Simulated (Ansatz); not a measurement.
# Al3H (quintet): the correlation ladder, cc-pVTZ

An exercise on one series of results from a longer session: the logs are not shown, and one member is left open.

Method: cc-pVTZ, core rule «outside noble gas», up to 15 orbitals frozen; program: Ansatz 0.2.0, Gaussian basis.

The runs, in order: UHF; CCSD(T) on ROHF; CCSD(T) on UHF; BCCD(T) on ROHF; CCSDT(Q) on ROHF; CCSDT(Q) on UHF; CASSCF and NEVPT2, 10 electrons in 13 orbitals.

4 further runs of the same task are left out: 4 set aside as unsound or not needed. Runs told in other sessions of the task aren't counted.

## The system

The geometry is a PBE0/def2-TZVP stationary point (not a proven minimum) of the parent state, kept for this charge and spin.

4 atoms, charge 0, spin multiplicity 5.

Atoms are counted from 1 here; the program's logs count them from 0.

Bond lengths: Al1–Al2 2.593 Å, Al1–H4 1.950 Å, Al2–Al3 2.593 Å, Al2–H4 1.874 Å, Al3–H4 1.950 Å. Angles: Al2–Al1–H4 46.1°, Al1–Al2–Al3 97.1°, Al1–Al2–H4 48.5°, Al3–Al2–H4 48.5°, Al2–Al3–H4 46.1°, Al1–H4–Al2 85.4°, Al1–H4–Al3 170.8°, Al2–H4–Al3 85.4°.

Set-up of the first run:

The input, in.yaml:

```yaml
crystal:
  periodic: [false, false, false]
  atoms:
    - {symbol: Al, position_ang: [0.000000, 0.563450, 1.943331]}
    - {symbol: Al, position_ang: [0.000000, -1.153806, 0.000000]}
    - {symbol: Al, position_ang: [0.000000, 0.563450, -1.943331]}
    - {symbol: H, position_ang: [0.000000, 0.720211, 0.000000]}
basis:
  gaussian: {orbitals: cc-pVTZ}
magnetization: {spin_polarized: true, initial_magnetization: 4}
hamiltonian: {xc: hf}
output: {orbitals: {seedname: orbitals}}
```

Run with:

```bash
> ansatz run in.yaml --threads 1 --pin off --events-out ev --progress --plain --max-ram 4096MiB --backend cpu
```

Among the steps run: UHF; CCSD(T) on ROHF; CCSD(T) on UHF; BCCD(T) on ROHF; CCSDT(Q) on ROHF; CCSDT(Q) on UHF; CASSCF and NEVPT2, 10 electrons in 13 orbitals.

One of the session's tables, all rows but one given; the rest of the session is left out.

| method | from RCCSDT(Q) (meV) |
| --- | --- |
| ROHF | +6056.4 |
| UHF | +5868.4 |
| RMP2 | +1422.4 |
| UMP2 | +1443.0 |
| RCCSD | +525.6 |
| UCCSD | +509.6 |
| RCCSD(T) | +112.8 |
| UCCSD(T) | +112.3 |
| BCCD(T) | +108.6 |
| RCCSDT | +44.2 |
| UCCSDT | +39.8 |
| RCCSDT(Q) | 0 |
| UCCSDT(Q) | ? |
| CASSCF valence | +3515.1 |
| NEVPT2 valence | +902.4 |

**Question.** Estimate the row for UCCSDT(Q).

As computed: from RCCSDT(Q) (meV): -4.2. In the column «from RCCSDT(Q) (meV)» it is the lowest.

Caveats from the session: Warnings: spin contamination; large T1 diagnostic. Restricted and unrestricted rows rest on different reference determinants; a gap between their highest levels can come from leftover correlation error, from unlike frozen cores or from another state.
